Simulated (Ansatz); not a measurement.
## What each rung costs and misses: atomization of SO$_{2}$, singlet

Geometry (MP2(full)/6-31G*, from the G2/97 set):

```xyz
3

S     0.0000    0.0000    0.3699
O     0.0000    1.2776   -0.3707
O     0.0000   -1.2776   -0.3707
```

Measured, as an electronic atomization energy: 258.4 kcal/mol (G2/97 heats of formation of molecule and atoms, with zero-point and thermal terms from B3LYP taken off; Curtiss et al., J. Chem. Phys. 106, 1063 (1997), Staroverov et al., J. Chem. Phys. 119, 12129 (2003)). The measured value holds scalar relativity and spin–orbit coupling, which all computed ones lack, and core correlation, which the wave-function levels lack. Atoms are taken at the same level; beside RHF, RMP2 and RCC rows they are unrestricted. The atoms' steps beyond CCSDT(Q) are taken from restricted open-shell runs, which share full CI's core. Ansatz 0.2.0; the 6-31G* set has Cartesian d functions; a miss is computed less measured; times are wall times on shared hosts and scatter by a factor of two or so.

| level | basis | miss (kcal/mol) | time of the run | hardware |
| --- | --- | --- | --- | --- |
| RHF | cc-pV(D+d)Z | -185.2 | – | – |
| UHF | cc-pV(D+d)Z | -182.4 | – | – |
| RMP2 | cc-pV(D+d)Z | -32.0 | – | – |
| UMP2 | cc-pV(D+d)Z | -53.4 | – | – |
| RCCSD(T) | cc-pV(D+d)Z | -54.4 | 0.75 s | 1 CPU thread |
| UCCSD(T) | cc-pV(D+d)Z | -55.8 | 6 s | 1 CPU thread |
| RCCSDT(Q) | cc-pV(D+d)Z | -52.4 | 4.4 s | H100 + 2 CPU threads |
| RCCSDTQ | cc-pV(D+d)Z | -52.9 | 3.5 min | H100 + 2 CPU threads |
| RHF | cc-pV(T+d)Z | -161.0 | – | – |
| UHF | cc-pV(T+d)Z | -159.3 | – | – |
| RMP2 | cc-pV(T+d)Z | 6.8 | – | – |
| UMP2 | cc-pV(T+d)Z | -11.3 | – | – |
| RCCSD(T) | cc-pV(T+d)Z | -19.0 | 3 s | 1 CPU thread |
| UCCSD(T) | cc-pV(T+d)Z | -20.2 | 13 s | H100 + 2 CPU threads |
| RCCSDT(Q) | cc-pV(T+d)Z | -17.9 | 25 s | H100 + 2 CPU threads |
| RHF | cc-pV(Q+d)Z | -158.8 | – | – |
| UHF | cc-pV(Q+d)Z | -157.3 | – | – |
| RMP2 | cc-pV(Q+d)Z | 17.1 | – | – |
| UMP2 | cc-pV(Q+d)Z | -1.1 | – | – |
| RCCSD(T) | cc-pV(Q+d)Z | -9.3 | 5.5 s | H100 + 2 CPU threads |
| UCCSD(T) | cc-pV(Q+d)Z | -10.5 | 11 s | H100 + 2 CPU threads |

A dash: the level came out of a higher level's run.

A composite of the best parts (restricted reference, at this geometry, which isn't the minimum of the high levels):

```
                                    part  kcal/mol
Hartree–Fock limit (T, Q; exp(−5.46 √X))    100.18
   CCSD(T) correlation limit (T, Q; X⁻³)    155.02
                    CCSDT − CCSD(T) (TZ)     -1.03
                                (Q) (TZ)      2.16
                  CCSDTQ − CCSDT(Q) (DZ)     -0.46
                                     sum     255.9
                       sum less measured      -2.5
```
